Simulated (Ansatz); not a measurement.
## How far each method lies from RCCSDT(Q) for [Br···H···SiH$_{2}$], singlet

Geometry: a point of a hydrogen-transfer path between rigid fragments, not a stationary point.

```yaml
atoms:
  - { symbol: Br, position_ang: [-1.0091, 0.0159, 0.0000] }
  - { symbol: H, position_ang: [0.7379, 0.0159, 0.0000] }
  - { symbol: Si, position_ang: [2.6129, 0.0159, 0.0000] }
  - { symbol: H, position_ang: [3.2251, -0.8584, 1.0900] }
  - { symbol: H, position_ang: [3.2251, -0.8584, -1.0900] }
```

Basis cc-pVDZ; Ansatz 0.2.0. Only valence electrons are correlated (noble-gas cores and the filled d shells of p-block atoms frozen), which leaves 14 electrons in 41 orbitals. Prefix R: restricted or restricted open-shell reference; prefix U: unrestricted. Active spaces: pair = (2e, 2o) about the gap; valence = (14e, 11o) chosen from the atoms' valence shells. No spin–orbit coupling is included, and no scalar relativity.

Full CI isn't at hand for all of this; RCCSDT(Q) serves as the reference, and is uncertain by about the last step of the cluster series. The frozen core follows each run's orbitals, which can shift R against U totals by a few meV for light atoms and by up to 0.1 eV past Ca.

The UHF ⟨S²⟩ is 0.717. The T1 diagnostic (RCCSD) is 0.0169 and the largest doubles amplitude (RCCSD) is 0.161.

| level | E − E(RCCSDT(Q)) (kcal/mol) | share of correlation (%) | wall time |
| --- | --- | --- | --- |
| RHF | 175.88 | 0.00 | – |
| RMP2 | 31.80 | 81.92 | – |
| CISD | 23.84 | 86.45 | 1.7 s |
| RCCSD | 6.22 | 96.46 | – |
| RCCSD(T) | 1.33 | 99.24 | 1.3 s |
| BCCD(T) | 1.35 | 99.23 | 1.6 s |
| RCCSDT | 0.43 | 99.75 | – |
| CASSCF (pair space) | 161.33 | 8.27 | – |
| NEVPT2 (pair space) | 26.78 | 84.77 | 1.9 s |
| MRCISD (pair space) | 18.30 | 89.59 | – |
| MRCISD+Q (pair space) | 1.61 | 99.08 | 2 s |
| CASSCF (valence space) | 125.96 | 28.38 | – |
| NEVPT2 (valence space) | 31.79 | 81.92 | 8.5 s |

The correlation energy at RCCSDT(Q), counted from RHF, is -7.627 eV. That run took 15 s on 1 thread of AMD EPYC 7R43, shared host.

Run but not shown, since their state or frozen core can't be matched to the reference's or they repeat it: UHF, UMP2, UCCSD, UCCSD(T), UCCSDT, UCCSDT(Q).

Times hold each run's SCF and search for its determinant on a shared host, so for small cases they say little of a method's own cost; they ran on 1 thread of AMD EPYC 7R43.

Natural occupations of CASSCF (valence space) about the gap: 1.999 1.983 1.972 1.962 1.838 0.167 0.032 0.026 0.021; effectively unpaired electrons, Σ n²(2−n)², 0.20.
